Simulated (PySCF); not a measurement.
Molecule: SMILES NC=O, CH3NO.

Molfile (atoms numbered from 1):
```
CH3NO
     RDKit          3D

  6  5  0  0  0  0  0  0  0  0999 V2000
   -0.5877   -0.3376    0.1427 N   0  0  0  0  0  0  0  0  0  0  0  0
    0.5682    0.3133   -0.1307 C   0  0  0  0  0  0  0  0  0  0  0  0
    1.5991   -0.2111   -0.4734 O   0  0  0  0  0  0  0  0  0  0  0  0
   -0.6223   -1.3455    0.0495 H   0  0  0  0  0  0  0  0  0  0  0  0
   -1.4237    0.1612    0.4105 H   0  0  0  0  0  0  0  0  0  0  0  0
    0.4664    1.4197    0.0015 H   0  0  0  0  0  0  0  0  0  0  0  0
  1  2  1  0
  2  3  2  0
  1  4  1  0
  1  5  1  0
  2  6  1  0
M  END
```

Geometry PBE0-D3(BJ)/def2-SVP throughout; GIAO in PySCF, gas phase, one conformer, non-relativistic; equivalent atoms averaged; basis pcSseg-2.

(1) How do the absolute shieldings σ depend on the functional? (ppm; last column core-seconds on shared hosts with different chips, so compare them loosely; the GGAs took longer than the global hybrids here, which isn't the general rule, and the cause wasn't traced)

(2) Which nucleus moves most, in ppm?

Answers

(1) 
```csv
functional,kind,N1,C2,O3,H6,H4,H5,core-s
HF,Hartree–Fock,162.1,22.8,-71.4,23.81,26.81,26.91,2.1
LDA,LDA,137.0,15.3,-104.5,22.32,26.19,26.08,6.5
PBE,GGA,139.8,20.0,-92.0,22.76,26.64,26.57,7.6
BLYP,GGA,136.7,15.5,-95.4,22.95,26.85,26.81,7.6
BP86,GGA,139.6,20.0,-89.8,22.83,26.71,26.63,7.5
OPBE,GGA,147.0,29.9,-74.4,22.83,26.62,26.49,8
KT2,GGA,146.2,30.2,-67.1,22.93,26.65,26.65,8
KT3,GGA,147.0,30.9,-64.0,23.11,26.79,26.77,8
B97-D,GGA,142.4,23.4,-76.8,23.04,26.85,26.78,7.4
B3LYP,global hybrid,141.4,15.5,-96.1,23.10,26.76,26.75,4.9
PBE0,global hybrid,145.8,19.9,-92.3,23.00,26.59,26.55,4.8
mPW1PW91,global hybrid,145.1,19.1,-93.5,23.07,26.65,26.60,4.9
WP04,global hybrid,132.8,8.4,-93.6,23.63,26.88,26.79,3.9
B97-2,global hybrid,146.6,22.5,-82.2,23.15,26.72,26.69,3.6
BHandHLYP,global hybrid,149.0,16.5,-91.9,23.35,26.69,26.73,3.6
CAM-B3LYP,range-separated hybrid,145.6,14.1,-96.0,23.09,26.66,26.70,11
wB97X-D,range-separated hybrid,145.9,18.0,-92.8,23.16,26.68,26.66,4.7
LC-wPBE,range-separated hybrid,151.0,15.7,-90.2,23.15,26.66,26.62,7.2
```

(2) O3 (amide-type carbonyl oxygen): from -104.5 ppm with LDA to -64.0 ppm with KT3. The smallest spread is 0.69 ppm, at H4. Proton shifts span only some 12 ppm, so a few tenths of a ppm matter as much there as several ppm in carbon.
